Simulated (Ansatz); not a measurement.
## Molecular dynamics of AlH7Si

Input:

```yaml
crystal:
  periodic: [false, false, false]
  atoms:
    - { symbol: Al, position_ang: [-0.9649, -0.7894, -0.7816] }
    - { symbol: H, position_ang: [0.9901, -1.0326, -1.1717] }
    - { symbol: H, position_ang: [-0.5956, -1.9416, -1.7518] }
    - { symbol: H, position_ang: [-2.4955, -0.4711, -0.6201] }
    - { symbol: H, position_ang: [0.7963, -0.367, -0.4792] }
    - { symbol: Si, position_ang: [0.3929, 0.8474, 0.8972] }
    - { symbol: H, position_ang: [0.9428, 2.0735, 0.283] }
    - { symbol: H, position_ang: [-0.572, 1.3433, 1.8977] }
    - { symbol: H, position_ang: [1.5061, 0.3375, 1.7265] }
magnetization:
  spin_polarized: true
basis:
  gaussian: { orbitals: "6-31G*" }
hamiltonian:
  xc: pbe0
md:
  timestep: 0.5
  n_steps: 150
  ensemble: nve
  temperature: 300.0
  initial_velocities: maxwell_boltzmann
  seed: 339550
```

Command:

```bash
$ ansatz run input.yaml --threads 1 --pin off --max-ram 2048MiB --backend cpu --events-out ev --progress --plain --runs-dir out
```

It starts from a rough guess of a transition structure, not a stationary point.

Output, in part (one step line in 3, the closing report, with atoms numbered from 0):

```
md step     0: t =     0.00 fs  T =   300.0 K  F+E_penalty+E_count = -14576.83914761 eV  E_kin = 0.271446 eV  conserved = -14576.56770161 eV  (26 SCF iters)
md step     3: t =     1.50 fs  T =   420.8 K  F+E_penalty+E_count = -14576.94924815 eV  E_kin = 0.380711 eV  conserved = -14576.56853736 eV  (27 SCF iters)
md step     6: t =     3.00 fs  T =   699.0 K  F+E_penalty+E_count = -14577.20889702 eV  E_kin = 0.632478 eV  conserved = -14576.57641884 eV  (26 SCF iters)
md step     9: t =     4.50 fs  T =   538.5 K  F+E_penalty+E_count = -14577.04855657 eV  E_kin = 0.487206 eV  conserved = -14576.56135018 eV  (26 SCF iters)
md step    12: t =     6.00 fs  T =  1172.8 K  F+E_penalty+E_count = -14577.64113966 eV  E_kin = 1.061181 eV  conserved = -14576.57995832 eV  (25 SCF iters)
md step    15: t =     7.50 fs  T =  1275.0 K  F+E_penalty+E_count = -14577.72364454 eV  E_kin = 1.153648 eV  conserved = -14576.56999656 eV  (24 SCF iters)
md step    18: t =     9.00 fs  T =  1348.6 K  F+E_penalty+E_count = -14577.78707013 eV  E_kin = 1.220198 eV  conserved = -14576.56687173 eV  (25 SCF iters)
md step    21: t =    10.50 fs  T =  1889.2 K  F+E_penalty+E_count = -14578.28180242 eV  E_kin = 1.709388 eV  conserved = -14576.57241453 eV  (24 SCF iters)
md step    24: t =    12.00 fs  T =  2056.3 K  F+E_penalty+E_count = -14578.43831280 eV  E_kin = 1.860560 eV  conserved = -14576.57775327 eV  (24 SCF iters)
md step    27: t =    13.50 fs  T =  2206.5 K  F+E_penalty+E_count = -14578.57223262 eV  E_kin = 1.996497 eV  conserved = -14576.57573577 eV  (23 SCF iters)
md step    30: t =    15.00 fs  T =  2435.8 K  F+E_penalty+E_count = -14578.77783108 eV  E_kin = 2.203990 eV  conserved = -14576.57384075 eV  (23 SCF iters)
md step    33: t =    16.50 fs  T =  2158.3 K  F+E_penalty+E_count = -14578.51933012 eV  E_kin = 1.952880 eV  conserved = -14576.56645014 eV  (23 SCF iters)
md step    36: t =    18.00 fs  T =  2414.8 K  F+E_penalty+E_count = -14578.75476852 eV  E_kin = 2.184916 eV  conserved = -14576.56985206 eV  (23 SCF iters)
md step    39: t =    19.50 fs  T =  2617.7 K  F+E_penalty+E_count = -14578.95071386 eV  E_kin = 2.368553 eV  conserved = -14576.58216131 eV  (23 SCF iters)
md step    42: t =    21.00 fs  T =  2407.2 K  F+E_penalty+E_count = -14578.74500501 eV  E_kin = 2.178069 eV  conserved = -14576.56693576 eV  (24 SCF iters)
md step    45: t =    22.50 fs  T =  2681.0 K  F+E_penalty+E_count = -14579.00227292 eV  E_kin = 2.425792 eV  conserved = -14576.57648125 eV  (23 SCF iters)
md step    48: t =    24.00 fs  T =  2273.5 K  F+E_penalty+E_count = -14578.62346543 eV  E_kin = 2.057127 eV  conserved = -14576.56633804 eV  (24 SCF iters)
md step    51: t =    25.50 fs  T =  2385.4 K  F+E_penalty+E_count = -14578.72650137 eV  E_kin = 2.158343 eV  conserved = -14576.56815863 eV  (25 SCF iters)
md step    54: t =    27.00 fs  T =  2690.6 K  F+E_penalty+E_count = -14579.01649888 eV  E_kin = 2.434487 eV  conserved = -14576.58201142 eV  (23 SCF iters)
md step    57: t =    28.50 fs  T =  2380.4 K  F+E_penalty+E_count = -14578.71376755 eV  E_kin = 2.153853 eV  conserved = -14576.55991432 eV  (22 SCF iters)
md step    60: t =    30.00 fs  T =  2815.9 K  F+E_penalty+E_count = -14579.12770391 eV  E_kin = 2.547915 eV  conserved = -14576.57978918 eV  (23 SCF iters)
md step    63: t =    31.50 fs  T =  2424.8 K  F+E_penalty+E_count = -14578.76130330 eV  E_kin = 2.193991 eV  conserved = -14576.56731206 eV  (24 SCF iters)
md step    66: t =    33.00 fs  T =  2392.4 K  F+E_penalty+E_count = -14578.73180408 eV  E_kin = 2.164723 eV  conserved = -14576.56708115 eV  (23 SCF iters)
md step    69: t =    34.50 fs  T =  2729.6 K  F+E_penalty+E_count = -14579.05014199 eV  E_kin = 2.469819 eV  conserved = -14576.58032335 eV  (23 SCF iters)
md step    72: t =    36.00 fs  T =  2324.4 K  F+E_penalty+E_count = -14578.66189516 eV  E_kin = 2.103162 eV  conserved = -14576.55873348 eV  (23 SCF iters)
md step    75: t =    37.50 fs  T =  2683.6 K  F+E_penalty+E_count = -14579.01016438 eV  E_kin = 2.428180 eV  conserved = -14576.58198457 eV  (23 SCF iters)
md step    78: t =    39.00 fs  T =  2281.3 K  F+E_penalty+E_count = -14578.63218089 eV  E_kin = 2.064191 eV  conserved = -14576.56799005 eV  (24 SCF iters)
md step    81: t =    40.50 fs  T =  2104.1 K  F+E_penalty+E_count = -14578.47022492 eV  E_kin = 1.903818 eV  conserved = -14576.56640653 eV  (23 SCF iters)
md step    84: t =    42.00 fs  T =  2426.6 K  F+E_penalty+E_count = -14578.77285247 eV  E_kin = 2.195654 eV  conserved = -14576.57719823 eV  (25 SCF iters)
md step    87: t =    43.50 fs  T =  2095.4 K  F+E_penalty+E_count = -14578.45887191 eV  E_kin = 1.895943 eV  conserved = -14576.56292867 eV  (23 SCF iters)
md step    90: t =    45.00 fs  T =  2449.4 K  F+E_penalty+E_count = -14578.79903045 eV  E_kin = 2.216303 eV  conserved = -14576.58272758 eV  (23 SCF iters)
md step    93: t =    46.50 fs  T =  2252.1 K  F+E_penalty+E_count = -14578.60715196 eV  E_kin = 2.037756 eV  conserved = -14576.56939561 eV  (23 SCF iters)
md step    96: t =    48.00 fs  T =  2074.6 K  F+E_penalty+E_count = -14578.44314676 eV  E_kin = 1.877098 eV  conserved = -14576.56604831 eV  (23 SCF iters)
md step    99: t =    49.50 fs  T =  2472.6 K  F+E_penalty+E_count = -14578.81198662 eV  E_kin = 2.237238 eV  conserved = -14576.57474832 eV  (23 SCF iters)
md step   102: t =    51.00 fs  T =  2323.4 K  F+E_penalty+E_count = -14578.67340642 eV  E_kin = 2.102235 eV  conserved = -14576.57117114 eV  (23 SCF iters)
md step   105: t =    52.50 fs  T =  2510.3 K  F+E_penalty+E_count = -14578.85201129 eV  E_kin = 2.271338 eV  conserved = -14576.58067297 eV  (23 SCF iters)
md step   108: t =    54.00 fs  T =  2461.4 K  F+E_penalty+E_count = -14578.79824354 eV  E_kin = 2.227129 eV  conserved = -14576.57111494 eV  (23 SCF iters)
md step   111: t =    55.50 fs  T =  2197.3 K  F+E_penalty+E_count = -14578.55428124 eV  E_kin = 1.988160 eV  conserved = -14576.56612149 eV  (22 SCF iters)
md step   114: t =    57.00 fs  T =  2507.6 K  F+E_penalty+E_count = -14578.84108381 eV  E_kin = 2.268915 eV  conserved = -14576.57216892 eV  (23 SCF iters)
md step   117: t =    58.50 fs  T =  2487.7 K  F+E_penalty+E_count = -14578.82891460 eV  E_kin = 2.250894 eV  conserved = -14576.57802072 eV  (23 SCF iters)
md step   120: t =    60.00 fs  T =  2445.0 K  F+E_penalty+E_count = -14578.78765405 eV  E_kin = 2.212253 eV  conserved = -14576.57540064 eV  (23 SCF iters)
md step   123: t =    61.50 fs  T =  2527.9 K  F+E_penalty+E_count = -14578.86061494 eV  E_kin = 2.287261 eV  conserved = -14576.57335376 eV  (23 SCF iters)
md step   126: t =    63.00 fs  T =  2174.5 K  F+E_penalty+E_count = -14578.53337524 eV  E_kin = 1.967567 eV  conserved = -14576.56580810 eV  (23 SCF iters)
md step   129: t =    64.50 fs  T =  2438.4 K  F+E_penalty+E_count = -14578.77653047 eV  E_kin = 2.206292 eV  conserved = -14576.57023870 eV  (24 SCF iters)
md step   132: t =    66.00 fs  T =  2605.4 K  F+E_penalty+E_count = -14578.93965198 eV  E_kin = 2.357390 eV  conserved = -14576.58226239 eV  (23 SCF iters)
md step   135: t =    67.50 fs  T =  2352.4 K  F+E_penalty+E_count = -14578.69588825 eV  E_kin = 2.128476 eV  conserved = -14576.56741255 eV  (24 SCF iters)
md step   138: t =    69.00 fs  T =  2592.5 K  F+E_penalty+E_count = -14578.92150082 eV  E_kin = 2.345732 eV  conserved = -14576.57576903 eV  (25 SCF iters)
md step   141: t =    70.50 fs  T =  2224.8 K  F+E_penalty+E_count = -14578.57926392 eV  E_kin = 2.013017 eV  conserved = -14576.56624693 eV  (27 SCF iters)
md step   144: t =    72.00 fs  T =  2391.3 K  F+E_penalty+E_count = -14578.73241317 eV  E_kin = 2.163740 eV  conserved = -14576.56867332 eV  (26 SCF iters)
md step   147: t =    73.50 fs  T =  2672.8 K  F+E_penalty+E_count = -14579.00108231 eV  E_kin = 2.418432 eV  conserved = -14576.58264992 eV  (23 SCF iters)
md step   150: t =    75.00 fs  T =  2286.4 K  F+E_penalty+E_count = -14578.62947112 eV  E_kin = 2.068758 eV  conserved = -14576.56071318 eV  (24 SCF iters)
Total energy: -14578.62951331 eV, -535.7547528641 hartree
Atom 0 at    -1.302627    -0.636922    -0.556175 Å, force     0.233756     0.713564     0.107638 eV/Å
Atom 1 at     8.126893    -3.331999    -4.654922 Å, force    -3.155209    -2.842137    -5.646937 eV/Å
Atom 2 at    -0.461071    -1.518317    -1.651859 Å, force    -0.280963     0.215701     0.434141 eV/Å
Atom 3 at    -2.935003    -0.625917    -0.596082 Å, force     0.486712    -0.093750     0.081732 eV/Å
Atom 4 at     8.403114    -3.083192    -4.160574 Å, force     3.155209     2.842136     5.646934 eV/Å
Atom 5 at     0.192332     0.889382     0.941145 Å, force     0.012747    -1.358482    -0.421959 eV/Å
Atom 6 at     1.162514     1.579803     0.065024 Å, force     0.053779     0.313418    -0.264923 eV/Å
Atom 7 at    -0.184518     1.810902     2.036963 Å, force    -0.362608     0.113530     0.005039 eV/Å
Atom 8 at     1.088595    -0.140445     1.587427 Å, force    -0.143425     0.096020     0.058335 eV/Å
Dipole moment:    -0.148522    -0.070245    -0.028531 e Å
```

All steps were run. The conserved energy stayed within 1.7 meV per atom of its start (net change 0.78 meV per atom), so the integration is sound. The system heated up, since it started high on the potential surface and ran downhill. A run of 0.075 ps of so small a system gives no equilibrium averages. The orbitals stay closed-shell, which can raise the energy where a bond breaks towards radicals; this wasn't checked here.

The step under study would form Al1–Si6, H2–H5 and break Al1–H2, H5–Si6. These pairs go: Al1–Si6 2.71 → 2.61 Å, H2–H5 0.98 → 0.62 Å, Al1–H2 2.01 → 10.63 Å, H5–Si6 1.88 → 10.45 Å. In the last frame they stand as after the step (other bonds may differ from the relaxed reactants and products). These pairs come and go: their bonding changes 19 times, last at 72 of 75 fs, so the outcome isn't settled. Also parted: Al1–H5 1.84 → 10.64 Å. It ends as AlH5Si + H2. Pairs count as bonded within 1.25 times the sum of covalent radii (0.12 Å more for H–H).

Last frame:

```xyz
9
Properties=species:S:1:pos:R:3
Al -1.303 -0.637 -0.556
H 8.127 -3.332 -4.655
H -0.461 -1.518 -1.652
H -2.935 -0.626 -0.596
H 8.403 -3.083 -4.161
Si 0.192 0.889 0.941
H 1.163 1.580 0.065
H -0.184 1.811 2.037
H 1.089 -0.140 1.587
```

The run took 13 min on 1 thread of Intel(R) Xeon(R) Processor @ 2.50GHz (Skylake/Cascade Lake), with other jobs on the host, peak memory 0.14 GiB.
